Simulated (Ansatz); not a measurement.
# C₆H₆: basis-set convergence

One table from this session's results is given with a row withheld; the runs are named, their logs left out.

Method: one geometry, several basis sets; program: Ansatz 0.2.0, Gaussian basis.

Levels to be run: PBE0-D4/def2-SVP; ωB97M-V/def2-SVP; PBE0-D4/def2-QZVPP; ωB97M-V/def2-QZVPP; the functionals' def2-TZVPP values are taken from earlier runs.

**The relaxed structure**

All runs share one geometry, relaxed beforehand with PBE0-D4 in a triple-zeta def2 set.

SMILES `C12C3C1C1C2C31`, 12 atoms, charge 0, spin multiplicity 1.

Atoms are counted from 1 here; the program's logs count them from 0.

Bond lengths: C1–C2 1.512 Å, C1–C3 1.512 Å, C1–C5 1.547 Å, C1–H7 1.081 Å, C2–C3 1.512 Å, C2–C6 1.547 Å, C2–H8 1.081 Å, C3–C4 1.547 Å, C3–H9 1.081 Å, C4–C5 1.512 Å, C4–C6 1.512 Å, C4–H10 1.081 Å, C5–C6 1.512 Å, C5–H11 1.081 Å, C6–H12 1.081 Å. Angles: C2–C1–C3 60.0°, C2–C1–C5 90.0°, C2–C1–H7 129.4°, C3–C1–C5 90.0°, C3–C1–H7 129.4°, C5–C1–H7 132.8°, C1–C2–C3 60.0°, C1–C2–C6 90.0°, C1–C2–H8 129.4°, C3–C2–C6 90.0°, C3–C2–H8 129.4°, C6–C2–H8 132.8°, C1–C3–C2 60.0°, C1–C3–C4 90.0°, C1–C3–H9 129.4°, C2–C3–C4 90.0°, C2–C3–H9 129.4°, C4–C3–H9 132.8° and more.

The first run:

in.yaml reads:

```yaml
crystal:
  periodic: [false, false, false]
  atoms:
    - {symbol: C, position_ang: [-0.834175, -0.779334, -0.228605]}
    - {symbol: C, position_ang: [0.569451, -0.663472, -0.777682]}
    - {symbol: C, position_ang: [0.352103, -0.870246, 0.703897]}
    - {symbol: C, position_ang: [0.306636, 0.662584, 0.911165]}
    - {symbol: C, position_ang: [-0.879613, 0.753510, -0.021375]}
    - {symbol: C, position_ang: [0.524030, 0.869359, -0.570406]}
    - {symbol: H, position_ang: [-1.597188, -1.514530, -0.443157]}
    - {symbol: H, position_ang: [1.082095, -1.293386, -1.491221]}
    - {symbol: H, position_ang: [0.667226, -1.688075, 1.336816]}
    - {symbol: H, position_ang: [0.578547, 1.300057, 1.740878]}
    - {symbol: H, position_ang: [-1.685764, 1.473607, -0.039136]}
    - {symbol: H, position_ang: [0.993551, 1.694727, -1.087175]}
basis:
  gaussian: {orbitals: def2-SVP}
hamiltonian: {xc: pbe0, dispersion: d4}
output: {orbitals: {seedname: orbitals}}
```

Run with:

```bash
ansatz run in.yaml --threads 4 --pin off --events-out ev --progress --plain --max-ram 10444MiB
```

Steps of the session up to this table: PBE0-D4 in def2-SVP; ωB97M-V in def2-SVP; PBE0-D4 in def2-QZVPP; ωB97M-V in def2-QZVPP.

One table of the session follows, with a row left open; its other results are not shown here.

It belongs to the step «Functionals by basis». 

```
functional       basis  HOMO (eV)  LUMO (eV)
   PBE0-D4    def2-SVP      -6.56       2.23
   PBE0-D4  def2-TZVPP      -6.54       1.74
   PBE0-D4  def2-QZVPP      -6.55       1.16
   ωB97M-V    def2-SVP          ?          ?
   ωB97M-V  def2-TZVPP      -8.80       3.37
   ωB97M-V  def2-QZVPP      -8.81       2.24
```

Q: Estimate the row for ωB97M-V, def2-SVP from the others.

**Answer.** HOMO (eV): -8.83; LUMO (eV): 3.95. In the column «HOMO (eV)» it is the lowest.
